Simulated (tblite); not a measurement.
C4H7N.
SMILES with atom numbers: `[CH2:1]=[N:2][CH:3]1[CH2:4][CH2:5]1` (hydrogens: H6, H7 on C1; H8 on C3; H9, H10 on C4; H11, H12 on C5)

Computed with GFN2-xTB (tblite), gas phase: Langevin dynamics at 300 K from the optimised GFN2-xTB geometry, time step 0.5 fs, friction 0.01 fs⁻¹, 2000 steps. The instantaneous temperature is 2·E(kin)/(3Nk) with all 3N coordinates.

| t (fs) | T (K) | E(pot) above start (eV) | C1=N2 (Å) | N2–C3 (Å) | C3–C4 (Å) | C4–C5 (Å) | C3–C5 (Å) | C1–H6 (Å) | C1–N2–C3–C4 (°) |
| --- | --- | --- | --- | --- | --- | --- | --- | --- | --- |
| 0 | 262 | 0.000 | 1.254 | 1.399 | 1.509 | 1.489 | 1.509 | 1.096 | -146 |
| 25 | 157 | 0.301 | 1.266 | 1.392 | 1.498 | 1.468 | 1.494 | 1.060 | -152 |
| 50 | 220 | 0.424 | 1.246 | 1.384 | 1.489 | 1.484 | 1.505 | 1.083 | -156 |
| 75 | 342 | 0.211 | 1.242 | 1.382 | 1.506 | 1.500 | 1.500 | 1.106 | -160 |
| 100 | 237 | 0.213 | 1.245 | 1.385 | 1.495 | 1.500 | 1.517 | 1.127 | -161 |
| 125 | 204 | 0.310 | 1.245 | 1.389 | 1.513 | 1.495 | 1.510 | 1.138 | -158 |
| 150 | 253 | 0.213 | 1.277 | 1.386 | 1.520 | 1.494 | 1.515 | 1.107 | -156 |
| 175 | 233 | 0.330 | 1.259 | 1.397 | 1.551 | 1.468 | 1.485 | 1.066 | -155 |
| 200 | 266 | 0.317 | 1.238 | 1.441 | 1.460 | 1.461 | 1.536 | 1.085 | -150 |
| 225 | 199 | 0.532 | 1.259 | 1.436 | 1.468 | 1.497 | 1.491 | 1.089 | -147 |
| 250 | 240 | 0.439 | 1.250 | 1.416 | 1.545 | 1.501 | 1.510 | 1.098 | -153 |
| 275 | 316 | 0.341 | 1.241 | 1.394 | 1.580 | 1.497 | 1.523 | 1.097 | -159 |
| 300 | 281 | 0.424 | 1.288 | 1.340 | 1.514 | 1.539 | 1.554 | 1.122 | -162 |
| 325 | 255 | 0.511 | 1.238 | 1.401 | 1.589 | 1.532 | 1.517 | 1.130 | -164 |
| 350 | 240 | 0.408 | 1.248 | 1.359 | 1.568 | 1.514 | 1.536 | 1.150 | -165 |
| 375 | 177 | 0.353 | 1.287 | 1.380 | 1.498 | 1.512 | 1.571 | 1.086 | -168 |
| 400 | 316 | 0.343 | 1.262 | 1.388 | 1.499 | 1.517 | 1.492 | 1.046 | -157 |
| 425 | 256 | 0.378 | 1.243 | 1.412 | 1.542 | 1.467 | 1.512 | 1.032 | -145 |
| 450 | 429 | 0.308 | 1.269 | 1.401 | 1.517 | 1.491 | 1.484 | 1.067 | -130 |
| 475 | 397 | 0.389 | 1.272 | 1.422 | 1.552 | 1.470 | 1.498 | 1.103 | -112 |
| 500 | 307 | 0.481 | 1.240 | 1.434 | 1.477 | 1.500 | 1.556 | 1.145 | -105 |
| 525 | 332 | 0.380 | 1.231 | 1.441 | 1.521 | 1.545 | 1.512 | 1.197 | -122 |
| 550 | 274 | 0.359 | 1.266 | 1.414 | 1.505 | 1.525 | 1.481 | 1.172 | -139 |
| 575 | 310 | 0.300 | 1.254 | 1.400 | 1.537 | 1.500 | 1.556 | 1.099 | -144 |
| 600 | 299 | 0.289 | 1.241 | 1.399 | 1.509 | 1.525 | 1.541 | 1.064 | -157 |
| 625 | 180 | 0.508 | 1.269 | 1.372 | 1.548 | 1.522 | 1.451 | 1.042 | -153 |
| 650 | 262 | 0.392 | 1.251 | 1.372 | 1.471 | 1.490 | 1.525 | 1.047 | -158 |
| 675 | 262 | 0.404 | 1.238 | 1.386 | 1.480 | 1.468 | 1.509 | 1.071 | -161 |
| 700 | 228 | 0.429 | 1.274 | 1.374 | 1.530 | 1.464 | 1.469 | 1.143 | -166 |
| 725 | 247 | 0.348 | 1.276 | 1.434 | 1.478 | 1.462 | 1.516 | 1.155 | -165 |
| 750 | 290 | 0.380 | 1.236 | 1.464 | 1.486 | 1.482 | 1.512 | 1.143 | -159 |
| 775 | 271 | 0.417 | 1.267 | 1.443 | 1.521 | 1.476 | 1.442 | 1.113 | -146 |
| 800 | 272 | 0.449 | 1.274 | 1.446 | 1.459 | 1.449 | 1.519 | 1.066 | -137 |
| 825 | 340 | 0.459 | 1.239 | 1.441 | 1.474 | 1.481 | 1.486 | 1.067 | -125 |
| 850 | 404 | 0.386 | 1.248 | 1.411 | 1.565 | 1.496 | 1.451 | 1.090 | -126 |
| 875 | 281 | 0.426 | 1.301 | 1.410 | 1.550 | 1.476 | 1.542 | 1.094 | -120 |
| 900 | 309 | 0.376 | 1.261 | 1.405 | 1.447 | 1.508 | 1.502 | 1.089 | -121 |
| 925 | 333 | 0.417 | 1.239 | 1.413 | 1.513 | 1.507 | 1.431 | 1.054 | -130 |
| 950 | 247 | 0.637 | 1.271 | 1.407 | 1.508 | 1.455 | 1.489 | 1.089 | -139 |
| 975 | 262 | 0.594 | 1.259 | 1.339 | 1.447 | 1.437 | 1.509 | 1.109 | -143 |
| 1000 | 498 | 0.373 | 1.237 | 1.452 | 1.514 | 1.468 | 1.477 | 1.100 | -143 |

Task: From 500 fs on, how do temperature and potential energy compare with equipartition?

Result: The mean temperature of these 21 frames is 296 K against the target 300 K, and the mean potential energy 0.42 eV against 30 × kT/2 = 0.39 eV for 30 classical harmonic modes. For 12 atoms in a canonical ensemble the temperature itself scatters by T·√(2/(3N)) = 71 K; here its standard deviation is 64 K. The whole run lasts only 10 friction times of 100 fs, so these averages carry a wide statistical error.

Task: What are the kinetic and total energies of the listed frame with the highest potential energy?

Result: The one at 950 fs, 0.637 eV above the start. Its kinetic energy is 3NkT/2 = 0.383 eV at 247 K, so the sum is 1.02 eV; over the listed frames the sum runs from 0.41 to 1.14 eV, since the thermostat adds and removes energy.

Task: How much do the listed bonds fluctuate from 500 fs on?

Result: 
```csv
bond,at the start (Å),mean (Å),standard deviation (Å)
C1=N2,1.254,1.256,0.018
N2–C3,1.399,1.412,0.031
C3–C4,1.509,1.502,0.033
C4–C5,1.489,1.487,0.028
C3–C5,1.509,1.499,0.036
C1–H6,1.096,1.102,0.042
```

The motion is classical and holds no zero-point motion.

What follows is the cost of the whole dynamics run. The run took 18 s on one thread of an Intel Xeon at 2.50 GHz, no GPU (shared host), and the process peaked at 0.18 GiB of memory.
